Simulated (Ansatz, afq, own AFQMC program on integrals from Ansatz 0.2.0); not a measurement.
SiH$_{3}$⁺, triplet: AFQMC among the cluster methods

```csv
atom,x (Å),y (Å),z (Å)
Si,-0.0341,0.0985,-0.2021
H,-0.0341,-1.1946,-0.9468
H,1.4591,-1.2523,5.1924
H,-0.4735,-0.2989,1.3850
```

Basis 6-31G. Noble-gas cores (and the filled d shells of Ga–Kr and In–Xe) are frozen. Ansatz 0.2.0 and our own AFQMC program on the same integrals; the CISD trial comes from CCSD amplitudes, and released means the phaseless constraint is let go. ± is one standard error of the sampling.

Determinant: UHF, the one that the program's search chose, which needn't be the lowest solution. The geometry is a point of a scan.

Full CI on the same integrals is exact in this basis and with this determinant's frozen core.

Cautions: lower spins were not checked.

The T1 diagnostic is 0.0121 and the weight of the determinant in the CISD state is 0.949. The ⟨S²⟩ of the determinant is 2.008 and the size of the correlated space is 6 electrons in 14 orbitals.

| level | correlation energy (eV) |
| --- | --- |
| MP2 | -0.9653 |
| CCSD | -1.4636 |
| CCSD(T) | -1.4824 |

(1) Estimate where full CI lies against CCSD(T) on the same integrals.

(1) 1.2 kJ/mol below CCSD(T).

Reference: full CI, correlation energy -1.494 eV. The released energy is read at 2.40 1/Eh (meV from the phaseless value at times in 1/Eh: -0.4 ± 0.6 at 0.24, -1.0 ± 0.5 at 0.51, -1.5 ± 0.4 at 0.99, -2.4 ± 0.4 at 1.62, -2.6 ± 0.3 at 2.40).

```tsv
level	E − E(reference) (kJ/mol)	share of correlation (%)
CCSD(T)	1.2	99.20
CCSDT	0.0	99.97
CCSDT(Q)	0.0	99.99
CCSDTQ	0.0	100.00
ph-AFQMC/CISD	0.4 ± 0.07	99.74
released AFQMC	0.1 ± 0.03	99.91
```

CCSDT and higher add their correlation energy to the determinant of the CCSD(T) run, since their own runs factorise the integrals more tightly (a shift of under 2 meV). Released energies are given only where the last usable release times agree within the noise; a slower fall can still hide under it.
